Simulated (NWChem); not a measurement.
C$_{4}$H$_{4}$N$_{2}$, triplet; SMILES of the neutral closed-shell parent n1ccncc1

```xyz
10

C      1.1589    -0.6931     0.0000
C      1.1555     0.6988     0.0000
N     -0.0033     1.3722     0.0000
C     -1.1589     0.6931     0.0000
C     -1.1555    -0.6988     0.0000
N      0.0033    -1.3722     0.0000
H      2.1135    -1.2261     0.0000
H      2.1075     1.2363     0.0000
H     -2.1135     1.2261     0.0000
H     -2.1075    -1.2363     0.0000
```
Atoms are numbered in this order, from 1.

All runs: NWChem. Spin-unrestricted. In the optimisation the excess spin sits in ag and au (C2h, its own frame). Coordinates come from a PBE0/def2-SVP, spin-unrestricted optimisation. No frequency run checked for a minimum. This spin state was assumed; another may lie lower. No stability test was run on the SCF state. Level: M06-2X/def2-SVP with SMD (1 M gas to 1 M solution), gas-phase geometry. Reactions with the solvent are ignored.

For solvent toluene:

| Property | Value |
|---|---|
| solvation free energy (kcal/mol) | -4.3 |
| cavity-dispersion-structure term (kcal/mol) | -1.2 |

**Question.** Estimate the same quantities for solvent water.

**Answer.** 
| Quantity | Value |
|---|---|
| solvation free energy (kcal/mol) | -5.8 |
| cavity-dispersion-structure term (kcal/mol) | 0.0 |
